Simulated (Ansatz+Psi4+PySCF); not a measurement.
Results of a calculation; reference values are marked as such.
## Psi4 1.11 run

```
molecule {
0 2
C 0.300000 0.300000 0.300000
H -0.258990 1.154570 -0.081220
O 1.298390 -0.095460 -0.359110
O -0.091670 -0.232090 1.372880
}

set basis cc-pVTZ
set reference rohf
set scf_type pk
set mp2_type conv
set cc_type conv
set num_frozen_docc 3
energy('mp2')
```

The input is written out from the run's settings. Correlation on restricted open-shell orbitals is semicanonical, with singles.

Results

* Converged: yes
* Reference energy: -188.11617 hartree
* Correlation energy: -0.65920 hartree
* Total energy: -188.77537 hartree
* Spin squared of the determinant: 0.750
* Occupied orbitals by symmetry in an Abelian subgroup (alpha; beta): 6 A1 1 A2 1 B1 4 B2; 5 A1 1 A2 1 B1 4 B2

The reference isn't the lowest determinant (another lies 1.82 eV lower), but the same method gives a higher total on the lower determinant. Caution: an unrestricted determinant lies well below.
